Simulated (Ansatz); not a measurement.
# C₂H₆B radical: how energies converge with the basis set

How large a basis does C₂H₆B radical need? Two functionals and correlated methods are run in growing sets.

Program: Ansatz 0.2.0, Gaussian basis. Level of theory: one geometry, several basis sets. These are calculated values, not measurements.

Plan: PBE0-D4/def2-SVP; ωB97M-V/def2-SVP; PBE0-D4/def2-QZVPP; ωB97M-V/def2-QZVPP; CCSD(T)/cc-pV(D+d)Z; CCSD(T)/cc-pV(T+d)Z; CCSD(T)/cc-pV(Q+d)Z; the functionals' def2-TZVPP values are taken from earlier runs.

**1. The geometry**

All runs share one geometry, relaxed beforehand with PBE0-D4/def2-TZVP.

SMILES `C[B]C`, 9 atoms, charge 0, spin multiplicity 2.

Atoms are counted from 1 here; the program's logs count them from 0.

Bond lengths: C1–B2 1.545 Å, C1–H4 1.098 Å, C1–H5 1.092 Å, C1–H6 1.101 Å, B2–C3 1.545 Å, C3–H7 1.098 Å, C3–H8 1.092 Å, C3–H9 1.101 Å. Angles: B2–C1–H4 113.9°, B2–C1–H5 114.6°, B2–C1–H6 105.5°, H4–C1–H5 109.4°, H4–C1–H6 106.7°, H5–C1–H6 106.0°, C1–B2–C3 129.9°, B2–C3–H7 114.1°, B2–C3–H8 114.3°, B2–C3–H9 105.7°, H7–C3–H8 109.4°, H7–C3–H9 106.9°, H8–C3–H9 105.8°.

**2. PBE0-D4 in def2-SVP**

Input file in.yaml:

```yaml
crystal:
  periodic: [false, false, false]
  atoms:
    - {symbol: C, position_ang: [-0.649319, 0.919397, -0.823262]}
    - {symbol: B, position_ang: [0.604101, 0.332183, -0.137647]}
    - {symbol: C, position_ang: [0.751439, -0.927520, 0.744459]}
    - {symbol: H, position_ang: [-1.398501, 0.166265, -1.099903]}
    - {symbol: H, position_ang: [-0.440505, 1.557318, -1.684112]}
    - {symbol: H, position_ang: [-1.119518, 1.570997, -0.070371]}
    - {symbol: H, position_ang: [0.009172, -1.709418, 0.537921]}
    - {symbol: H, position_ang: [1.751432, -1.366003, 0.737807]}
    - {symbol: H, position_ang: [0.580199, -0.589418, 1.778008]}
basis:
  gaussian: {orbitals: def2-SVP}
magnetization: {spin_polarized: true, initial_magnetization: 1}
hamiltonian: {xc: pbe0, dispersion: d4}
output: {orbitals: {seedname: orbitals}}
```

Launch:

```console
$ ansatz run in.yaml --threads 2 --pin off --events-out ev --progress --plain --max-ram 32768MiB --backend cpu
```

Further steps of the session: ωB97M-V in def2-SVP; PBE0-D4 in def2-QZVPP; ωB97M-V in def2-QZVPP; CCSD(T) in cc-pV(D+d)Z; CCSD(T) in cc-pV(T+d)Z; CCSD(T) in cc-pV(Q+d)Z.

Before running them: what should the planned runs give, taken together? Wanted: MP2 correlation recovered, cc-pV(D+d)Z; MP2 correlation recovered, cc-pV(T+d)Z; MP2 correlation recovered, cc-pV(Q+d)Z; difference of two CCSD(T) limits: def2 sets; PBE0-D4: double and triple zeta above quadruple; ωB97M-V: double and triple zeta above quadruple.

As calculated:

| quantity | value |
| --- | --- |
| MP2 correlation recovered, cc-pV(D+d)Z | 73.4 % |
| MP2 correlation recovered, cc-pV(T+d)Z | 90.3 % |
| MP2 correlation recovered, cc-pV(Q+d)Z | 96.0 % |
| difference of two CCSD(T) limits: def2 sets (earlier runs) less this series | 5 meV |
| PBE0-D4: double and triple zeta above quadruple | 3.27, 0.17 eV |
| ωB97M-V: double and triple zeta above quadruple | 3.50, 0.17 eV |

**Reading.** For PBE0-D4 the step from double to triple zeta gains 3.10 eV and the next only 0.17 eV. Correlation climbs from 73 % (cc-pV(D+d)Z) to 96 % (cc-pV(Q+d)Z) of the limit; Hartree-Fock is 0.054 eV from its own by then. A limit from the def2 sets, made apart, differs by 5 meV, a least measure of the doubt on such a limit. These are total energies; as a rule much of such shifts cancels in differences, which this series doesn't test. The LUMO of ωB97M-V is positive and keeps falling with the basis (1.25 to 0.68 eV): an unbound level that the basis holds in place.
